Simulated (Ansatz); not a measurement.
Here is an Ansatz input file for C₃H₈N, SMILES C[CH]CN. Write the same calculation for the Python package.

```yaml
crystal:
  periodic: [false, false, false]
  atoms:
    - { symbol: C, position_ang: [1.3997, 0.5852, 0.3711] }
    - { symbol: C, position_ang: [0.6654, -0.7447, 0.2268] }
    - { symbol: C, position_ang: [-0.7076, -0.5933, -0.4309] }
    - { symbol: "N", position_ang: [-1.6423, 0.064, 0.4777] }
    - { symbol: H, position_ang: [2.4086, 0.4012, 0.7956] }
    - { symbol: H, position_ang: [1.513, 1.0763, -0.6188] }
    - { symbol: H, position_ang: [0.8509, 1.2588, 1.0611] }
    - { symbol: H, position_ang: [1.2885, -1.4415, -0.3746] }
    - { symbol: H, position_ang: [-1.0897, -1.6104, -0.6679] }
    - { symbol: H, position_ang: [-0.6266, -0.0262, -1.3854] }
    - { symbol: H, position_ang: [-2.6051, -0.0619, 0.0893] }
    - { symbol: H, position_ang: [-1.4549, 1.0925, 0.4559] }
basis:
  gaussian:
    orbitals: def2-SVP
hamiltonian:
  xc: pbe0
magnetization:
  spin_polarized: true
  initial_magnetization: 1.0
scf:
  lower_state_search: "off"
relax:
  f_tol: 0.02
```

The script, `run_opt.py`:
```python
"""Geometry optimisation of C3H8N."""

import ansatz as az
import numpy as np

BASIS_SET = "def2-SVP"
XC = "PBE0"

geometry_ang = [
    ("C", (1.3997, 0.5852, 0.3711)),
    ("C", (0.6654, -0.7447, 0.2268)),
    ("C", (-0.7076, -0.5933, -0.4309)),
    ("N", (-1.6423, 0.064, 0.4777)),
    ("H", (2.4086, 0.4012, 0.7956)),
    ("H", (1.513, 1.0763, -0.6188)),
    ("H", (0.8509, 1.2588, 1.0611)),
    ("H", (1.2885, -1.4415, -0.3746)),
    ("H", (-1.0897, -1.6104, -0.6679)),
    ("H", (-0.6266, -0.0262, -1.3854)),
    ("H", (-2.6051, -0.0619, 0.0893)),
    ("H", (-1.4549, 1.0925, 0.4559)),
]
molecule = az.Crystal.molecule()
for symbol, xyz in geometry_ang:
    molecule = molecule.atom(symbol, xyz)

model = (
    molecule.calculation()
    .basis(gaussian=BASIS_SET)
    .functional(XC)
    .spin("collinear", total=1)
    .scf(lower_state_search="off")
)
symbols = [site.symbol for site in molecule.cartesian_sites]
start = np.array([site.position_ang for site in molecule.cartesian_sites], dtype=float)
def progress(event):
    if event["event"] == "relax_step":
        row = event["data"]
        print(f"step {row['step']:3d}  E = {row['lagrangian_ev']:.6f} eV  largest force component {row['allowed_force_max_ev_ang']:.4f} eV/A")


r = model.relax(force_tolerance=0.02).session().plan().execute(on_event=progress).report
end = np.array(r["positions_ang"])

for key in ("converged", "free_energy_ev", "reference_energy_ev", "n_frozen", "n_occupied", "n_virtual"):
    print(f"{key:22s} {r[key]}")

print("final positions (A) and the move of each atom")
for symbol, xyz, old in zip(symbols, end, start):
    print(f"{symbol:2s} {xyz[0]:10.5f} {xyz[1]:10.5f} {xyz[2]:10.5f}   {np.linalg.norm(xyz - old):7.4f}")
```

Running `python run_opt.py` prints:
```text
step   1  E = -4720.230753 eV  largest force component 2.6783 eV/A
step   2  E = -4720.538541 eV  largest force component 0.7790 eV/A
step   3  E = -4720.606060 eV  largest force component 0.5348 eV/A
step   4  E = -4720.636289 eV  largest force component 0.3668 eV/A
step   5  E = -4720.651848 eV  largest force component 0.2033 eV/A
step   6  E = -4720.658605 eV  largest force component 0.1367 eV/A
step   7  E = -4720.663431 eV  largest force component 0.0417 eV/A
step   8  E = -4720.655169 eV  largest force component 0.5812 eV/A
step   9  E = -4720.666813 eV  largest force component 0.0507 eV/A
step  10  E = -4720.669577 eV  largest force component 0.1844 eV/A
step  11  E = -4720.671687 eV  largest force component 0.1030 eV/A
step  12  E = -4720.675898 eV  largest force component 0.2487 eV/A
step  13  E = -4720.680572 eV  largest force component 0.2678 eV/A
step  14  E = -4720.687805 eV  largest force component 0.2892 eV/A
step  15  E = -4720.696084 eV  largest force component 0.3043 eV/A
step  16  E = -4720.704880 eV  largest force component 0.3106 eV/A
step  17  E = -4720.723926 eV  largest force component 0.1006 eV/A
step  18  E = -4720.729638 eV  largest force component 0.0841 eV/A
step  19  E = -4720.669667 eV  largest force component 0.9284 eV/A
step  20  E = -4720.732645 eV  largest force component 0.0300 eV/A
step  21  E = -4720.732793 eV  largest force component 0.1224 eV/A
step  22  E = -4720.731422 eV  largest force component 0.0794 eV/A
step  23  E = -4720.734069 eV  largest force component 0.0110 eV/A
converged              True
free_energy_ev         -4720.734094265325
reference_energy_ev    -4720.734094265325
n_frozen               0
n_occupied             [17, 16]
n_virtual              [79, 80]
final positions (A) and the move of each atom
C     1.41165    0.52341    0.54091    0.1811
C     0.70314   -0.21569   -0.53335    0.9269
C    -0.71098   -0.66445   -0.37614    0.0898
N    -1.54841    0.35713    0.22890    0.3958
H     1.90175   -0.16687    1.25935    0.8914
H     2.20989    1.16917    0.14102    1.0352
H     0.70511    1.13769    1.11833    0.1980
H     1.29099   -0.67966   -1.33256    1.2240
H    -0.74122   -1.54970    0.29757    1.0282
H    -1.07641   -1.03929   -1.35653    1.1088
H    -2.47657   -0.00889    0.42694    0.3651
H    -1.66901    1.13714   -0.41453    0.8975
```

Caveats:
- The settings weren't tested for convergence.
- The end point is the stationary point reached from this start; no frequency run checks that it is a minimum, and the basis set is modest.
- The species is open-shell (spin multiplicity 2).
- Finished in 94 s on 1 thread of Arm Neoverse V1 (shared host), peak memory 0.27 GiB.

(Lines on the test bed's own set-up are left out of the output.)
